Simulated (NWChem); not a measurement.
System: Na, doublet

Input file for NWChem:

```
start job
memory heap 200 mb stack 900 mb global 1100 mb
geometry units angstroms noautoz
  Na     0.000000     0.000000     0.000000
end
basis spherical
  * library cc-pvqz
end
dft
  odft
  mult 2
  xc pbe0
  iterations 150
  mulliken
end
task dft energy
```

Parts of the log:

```
             Northwest Computational Chemistry Package (NWChem) 7.3.0
             --------------------------------------------------------

                             Geometry "geometry" -> ""
                             -------------------------

 Output coordinates in angstroms (scale by  1.889725989 to convert to a.u.)

  No.       Tag          Charge          X              Y              Z
 ---- ---------------- ---------- -------------- -------------- --------------
    1 Na                  11.0000     0.00000000     0.00000000     0.00000000

 Effective nuclear repulsion energy (a.u.)       0.0000000000

                                 NWChem DFT Module
                                 -----------------

 Summary of "ao basis" -> "ao basis" (spherical)
 ------------------------------------------------------------------------------
       Tag                 Description            Shells   Functions and Types
 ---------------- ------------------------------  ------  ---------------------
 Na                         cc-pvqz                 17       59   6s5p3d2f1g

            General Information
            -------------------
          SCF calculation type: DFT
          Wavefunction type:  spin polarized.
          No. of atoms     :     1
          No. of electrons :    11
           Alpha electrons :     6
            Beta electrons :     5
          Charge           :     0
          Spin multiplicity:     2
          Use of symmetry is: off; symmetry adaption is: off
          Maximum number of iterations: 150
          AO basis - number of functions:    59
                     number of shells:    17
          Convergence on energy requested:  1.00D-06
          Convergence on density requested:  1.00D-05
          Convergence on gradient requested:  5.00D-04

              XC Information
              --------------
                         PBE0 Method XC Functional
                     Hartree-Fock (Exact) Exchange  0.250
          PerdewBurkeErnzerhof Exchange Functional  0.750
            Perdew 1991 LDA Correlation Functional  1.000 local
           PerdewBurkeErnz. Correlation Functional  1.000 non-local

             Grid Information
             ----------------
          Grid used for XC integration:  medium
          Radial quadrature: Mura-Knowles
          Angular quadrature: Lebedev.
          Tag              B.-S. Rad. Rad. Pts. Rad. Cut. Ang. Pts.
          ---              ---------- --------- --------- ---------
          Na                  1.80       88          14.0       434
          Grid pruning is: on
          Number of quadrature shells:    88
          Spatial weights used:  Erf1

      Superposition of Atomic Density Guess
      -------------------------------------

 Sum of atomic energies:        -161.85867640

      Non-variational initial energy
      ------------------------------

 Total energy =    -161.804862
 1-e energy   =    -227.875155
 2-e energy   =      66.070293
 HOMO         =      -0.076990
 LUMO         =       0.022886

     ---------------------------------------------
      Total Density - Mulliken Population Analysis
     ---------------------------------------------

    Atom       Charge   Shell Charges
 -----------   ------   -------------------------------------------------------
    1 Na  11    11.00   2.00  2.00 -0.02  0.26  0.45  0.32  5.99 -0.00  0.01 -0.00  0.00  0.00  0.00  0.00 -0.00  0.00  0.00

     --------------------------------------------
      Spin Density - Mulliken Population Analysis
     --------------------------------------------

    Atom       Charge   Shell Charges
 -----------   ------   -------------------------------------------------------
    1 Na  11     1.00   0.00  0.00 -0.02  0.26  0.45  0.32 -0.00  0.00 -0.00  0.00  0.00  0.00  0.00  0.00 -0.00  0.00  0.00

   convergence    iter        energy       DeltaE   RMS-Dens  Diis-err
 ---------------- ----- ----------------- --------- --------- ---------
 d= 0,ls=0.0,diis     1   -162.1769066692 -1.62D+02  8.54D-03  1.13D-02
                                                     6.83D-03  9.58D-03
 d= 0,ls=0.0,diis     2   -162.1822154821 -5.31D-03  1.31D-03  1.46D-04
                                                     3.75D-04  8.25D-05
 d= 0,ls=0.0,diis     3   -162.1824257790 -2.10D-04  4.20D-04  1.13D-05
                                                     1.70D-04  4.04D-06
 d= 0,ls=0.0,diis     4   -162.1824385551 -1.28D-05  1.16D-04  2.77D-07
                                                     1.40D-05  4.74D-08
 d= 0,ls=0.0,diis     5   -162.1824391066 -5.51D-07  4.20D-06  8.95D-11
                                                     2.89D-07  4.45D-12

         Total DFT energy =     -162.182439106585
      One electron energy =     -227.733249566005
           Coulomb energy =       79.857435646417
    Exchange-Corr. energy =      -14.306625186997
 Nuclear repulsion energy =        0.000000000000

 Numeric. integr. density =       11.000000000146

                    DFT Final Alpha Molecular Orbital Analysis
                    ------------------------------------------

 Vector    4  Occ=1.000000D+00  E=-1.183490D+00
              MO Center=  2.8D-15, -2.1D-15, -3.9D-16, r^2= 2.4D-01
   Bfn.  Coefficient  Atom+Function         Bfn.  Coefficient  Atom+Function
  ----- ------------  ---------------      ----- ------------  ---------------
     7      0.916590  1 Na px                 8     -0.601979  1 Na py
    10      0.082575  1 Na px                11     -0.054232  1 Na py
     9      0.049259  1 Na pz

 Vector    5  Occ=1.000000D+00  E=-1.183490D+00
              MO Center= -4.4D-15,  5.3D-16,  1.0D-15, r^2= 2.4D-01
   Bfn.  Coefficient  Atom+Function         Bfn.  Coefficient  Atom+Function
  ----- ------------  ---------------      ----- ------------  ---------------
     9      0.972332  1 Na pz                 8     -0.400258  1 Na py
     7     -0.315128  1 Na px                12      0.087597  1 Na pz
    11     -0.036059  1 Na py                10     -0.028390  1 Na px

 Vector    6  Occ=1.000000D+00  E=-1.322806D-01
              MO Center=  2.1D-14, -1.3D-13,  3.5D-14, r^2= 5.4D+00
   Bfn.  Coefficient  Atom+Function         Bfn.  Coefficient  Atom+Function
  ----- ------------  ---------------      ----- ------------  ---------------
     4      0.529020  1 Na s                  5      0.459110  1 Na s
     3      0.266840  1 Na s                  6      0.128541  1 Na s
     2     -0.058582  1 Na s

 Vector    7  Occ=0.000000D+00  E=-2.045331D-02
              MO Center= -6.9D-14,  1.0D-15, -3.2D-14, r^2= 1.4D+01
   Bfn.  Coefficient  Atom+Function         Bfn.  Coefficient  Atom+Function
  ----- ------------  ---------------      ----- ------------  ---------------
    19      0.390544  1 Na px                21     -0.296092  1 Na pz
    16      0.269485  1 Na px                13      0.230350  1 Na px
    18     -0.204311  1 Na pz                15     -0.174641  1 Na pz
    20     -0.065928  1 Na py                 7     -0.048155  1 Na px
    17     -0.045492  1 Na py                14     -0.038886  1 Na py

 Vector    8  Occ=0.000000D+00  E=-2.045331D-02
              MO Center= -2.7D-13,  1.0D-13, -3.0D-13, r^2= 1.4D+01
   Bfn.  Coefficient  Atom+Function         Bfn.  Coefficient  Atom+Function
  ----- ------------  ---------------      ----- ------------  ---------------
    20      0.328633  1 Na py                21     -0.319050  1 Na pz
    17      0.226765  1 Na py                18     -0.220153  1 Na pz
    14      0.193834  1 Na py                15     -0.188182  1 Na pz
    19     -0.186412  1 Na px                16     -0.128629  1 Na px
    13     -0.109949  1 Na px                 8     -0.040522  1 Na py

 Vector    9  Occ=0.000000D+00  E=-2.045331D-02
              MO Center= -2.0D-13, -1.5D-13, -2.1D-13, r^2= 1.4D+01
   Bfn.  Coefficient  Atom+Function         Bfn.  Coefficient  Atom+Function
  ----- ------------  ---------------      ----- ------------  ---------------
    20      0.363588  1 Na py                17      0.250884  1 Na py
    19      0.239306  1 Na px                21      0.234688  1 Na pz
    14      0.214451  1 Na py                16      0.165127  1 Na px
    18      0.161940  1 Na pz                13      0.141147  1 Na px
    15      0.138423  1 Na pz                 8     -0.044832  1 Na py

                     DFT Final Beta Molecular Orbital Analysis
                     -----------------------------------------

 Vector    3  Occ=1.000000D+00  E=-1.180490D+00
              MO Center=  2.4D-15,  1.4D-15, -2.8D-16, r^2= 2.3D-01
   Bfn.  Coefficient  Atom+Function         Bfn.  Coefficient  Atom+Function
  ----- ------------  ---------------      ----- ------------  ---------------
     7      0.939018  1 Na px                 8     -0.476536  1 Na py
     9     -0.274683  1 Na pz                10      0.076750  1 Na px
    11     -0.038949  1 Na py

 Vector    4  Occ=1.000000D+00  E=-1.180490D+00
              MO Center= -9.1D-16, -5.7D-16, -4.8D-16, r^2= 2.3D-01
   Bfn.  Coefficient  Atom+Function         Bfn.  Coefficient  Atom+Function
  ----- ------------  ---------------      ----- ------------  ---------------
     8      0.940911  1 Na py                 9     -0.414912  1 Na pz
     7      0.356127  1 Na px                11      0.076905  1 Na py
    12     -0.033913  1 Na pz                10      0.029108  1 Na px

 Vector    5  Occ=1.000000D+00  E=-1.180490D+00
              MO Center=  1.6D-15,  1.6D-15,  4.5D-15, r^2= 2.3D-01
   Bfn.  Coefficient  Atom+Function         Bfn.  Coefficient  Atom+Function
  ----- ------------  ---------------      ----- ------------  ---------------
     9      0.967827  1 Na pz                 7      0.419179  1 Na px
     8      0.268125  1 Na py                12      0.079105  1 Na pz
    10      0.034261  1 Na px

 Vector    6  Occ=0.000000D+00  E=-2.213043D-02
              MO Center=  1.2D-09, -3.6D-11,  1.3D-09, r^2= 6.5D+00
   Bfn.  Coefficient  Atom+Function         Bfn.  Coefficient  Atom+Function
  ----- ------------  ---------------      ----- ------------  ---------------
     4      0.965323  1 Na s                  6      0.688569  1 Na s
     5     -0.449043  1 Na s                  3      0.312809  1 Na s
     2     -0.046384  1 Na s

 Vector    7  Occ=0.000000D+00  E= 2.607841D-02
              MO Center=  3.3D-08, -5.5D-10,  3.3D-08, r^2= 3.3D+01
   Bfn.  Coefficient  Atom+Function         Bfn.  Coefficient  Atom+Function
  ----- ------------  ---------------      ----- ------------  ---------------
    21      0.997369  1 Na pz                19      0.982705  1 Na px
    18     -0.496631  1 Na pz                16     -0.489329  1 Na px
    15      0.221567  1 Na pz                13      0.218309  1 Na px
     9     -0.081951  1 Na pz                 7     -0.080746  1 Na px
    12     -0.048654  1 Na pz                10     -0.047939  1 Na px

 Vector    8  Occ=0.000000D+00  E= 2.607841D-02
              MO Center=  3.0D-11, -5.7D-10,  2.4D-10, r^2= 3.3D+01
   Bfn.  Coefficient  Atom+Function         Bfn.  Coefficient  Atom+Function
  ----- ------------  ---------------      ----- ------------  ---------------
    20      1.366422  1 Na py                17     -0.680397  1 Na py
    14      0.303553  1 Na py                19      0.229162  1 Na px
    21     -0.202763  1 Na pz                16     -0.114109  1 Na px
     8     -0.112275  1 Na py                18      0.100964  1 Na pz
    11     -0.066658  1 Na py                13      0.050909  1 Na px

     ---------------------------------------------
      Total Density - Mulliken Population Analysis
     ---------------------------------------------

    Atom       Charge   Shell Charges
 -----------   ------   -------------------------------------------------------
    1 Na  11    11.00   2.00  1.94  0.03  0.48  0.44  0.11  6.56 -0.55 -0.01  0.00 -0.00 -0.00  0.00  0.00 -0.00  0.00  0.00

     --------------------------------------------
      Spin Density - Mulliken Population Analysis
     --------------------------------------------

    Atom       Charge   Shell Charges
 -----------   ------   -------------------------------------------------------
    1 Na  11     1.00  -0.00  0.00 -0.02  0.47  0.44  0.11  0.03 -0.03  0.00 -0.00  0.00 -0.00  0.00  0.00 -0.00  0.00  0.00

     -------------------------------------------
      Total Density - Lowdin Population Analysis
     -------------------------------------------

    Atom       Charge   Shell Charges
 -----------   ------   -------------------------------------------------------
    1 Na  11    11.00   1.99  1.17  0.81  0.41  0.40  0.22  3.33  2.55  0.11  0.00  0.00  0.00  0.00  0.00  0.00  0.00  0.00

     ------------------------------------------
      Spin Density - Lowdin Population Analysis
     ------------------------------------------

    Atom       Charge   Shell Charges
 -----------   ------   -------------------------------------------------------
    1 Na  11     1.00   0.00  0.01  0.01  0.38  0.39  0.22  0.00 -0.00  0.00  0.00  0.00  0.00  0.00  0.00  0.00  0.00  0.00

   alpha - beta orbital overlaps
   -----------------------------

   alpha      1      2      3      4      5      6      7      8      9     10
    beta      1      2      5      3      4      6      9      7      8     10
 overlap   1.000  1.000  0.777  0.949  0.747  0.988  0.801  0.594  0.590  0.993

   alpha     11     12     13     14     15     16     17     18     19     20
    beta     12     12     13     16     16     15     17     14     22     20
 overlap   0.543  0.589  0.746  0.613  0.681  0.755  0.837  0.734  0.993  0.739

   alpha     21     22     23     24     25     26     27     28     29     30
    beta     19     21     26     24     25     23     27     33     34     31
 overlap   0.681  0.928  0.738  0.640  0.833  0.769  0.585  0.927  0.937  0.643

   alpha     31     32     33     34     35     36     37     38     39     40
    beta     30     31     28     32     37     35     36     36     39     51
 overlap   0.727  0.617  0.988  0.746  0.790  0.780  0.561  0.732  0.687  0.542

   alpha     41     42     43     44     45     46     47     48     49     50
    beta     51     43     50     47     45     50     48     44     42     41
 overlap   0.558  0.537  0.677  0.657  0.498  0.444  0.471  0.717  0.907  0.824

   alpha     51     52     53     54     55     56     57     58     59
    beta     40     53     58     58     54     57     52     56     59
 overlap   0.823  0.631  0.600  0.545  0.673  0.633  0.714  0.581  1.000

     --------------------------
     Expectation value of S2:
     --------------------------
      <S2> =      0.7500 (Exact =     0.7500)
```

Level: PBE0/cc-pVQZ, spin-unrestricted. No stability test was run on the SCF state.
